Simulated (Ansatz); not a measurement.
The input, for Ansatz 0.2.0:

```yaml
crystal:
  periodic: [false, false, false]
  atoms:
    - {symbol: Sn, position_ang: [0.000000, 0.000000, 0.000000]}
    - {symbol: H, position_ang: [0.000000, 0.000000, 1.811200]}
basis:
  gaussian: {orbitals: def2-SVP}
total_charge: -1
magnetization: {spin_polarized: true, initial_magnetization: 2}
correlation: {method: bccd_t, electrons: valence}
```

```sh
$ ansatz run in.yaml --threads 1 --pin off --events-out ev --progress --plain --max-ram 2393MiB
```

The program prints:

```
393 factors; integrals over basis functions are off by at most 6.1e-4 eV
mean field evaluation 1: about -5820.6073 eV, gradient 6.3e0 eV
mean field evaluation 2: about -5820.6241 eV, gradient 6.3e0 eV
mean field evaluation 4: about -5821.0824 eV, gradient 9.5e-1 eV
mean field evaluation 8: about -5821.1026 eV, gradient 2.0e-3 eV
mean field evaluation 16: about -5821.0602 eV, gradient 9.4e-1 eV
mean field evaluation 32: about -5817.8839 eV, gradient 3.2e-3 eV
mean field evaluation 64: about -5817.8644 eV, gradient 1.5e-1 eV
mean field -5821.10263786 eV, -213.9215762562 hartree, gradient 2.0e-6 eV, S^2 2.020670; 1 other end points of the search recorded, 0 dependent functions left out
determinant -5821.10263786 eV, -213.9215762562 hartree, with singles and doubles -5823.91675763 eV, -214.0249932502 hartree
determinant -5817.88385760 eV, -213.8032882637 hartree, with singles and doubles -5820.65971091 eV, -213.9052989912 hartree
4 core orbitals not correlated: weight in the atoms' cores, before any rotation towards them, 1.000 or more for the frozen orbitals, at most 0.000 for the correlated occupied ones
reference -5821.10263786 eV, -213.9215762562 hartree; 9, 7 occupied and 18, 20 virtual orbitals, 393 factors
second order -2.31938625 eV of doubles, -0.00000000 eV of singles
cycle   1  -2.81024565 eV  change    3.9e-3 eV  update   2.5e-3
cycle   2  -2.80935666 eV  change    8.9e-4 eV  update   9.6e-4
cycle   3  -2.80932456 eV  change    3.2e-5 eV  update   4.6e-4
cycle   4  -2.80953621 eV  change   -2.1e-4 eV  update   1.7e-4
cycle   5  -2.80951260 eV  change    2.4e-5 eV  update   4.9e-5
cycle   6  -2.80950827 eV  change    4.3e-6 eV  update   1.7e-5
perturbative correction -0.07313760 eV, -0.0026877574 hartree
Total energy: -5823.98528373 eV, -214.0275115381 hartree
```

Ran on 1 thread of Arm Neoverse V2, shared host: 0.96 s wall, 0.1 GiB peak host memory.
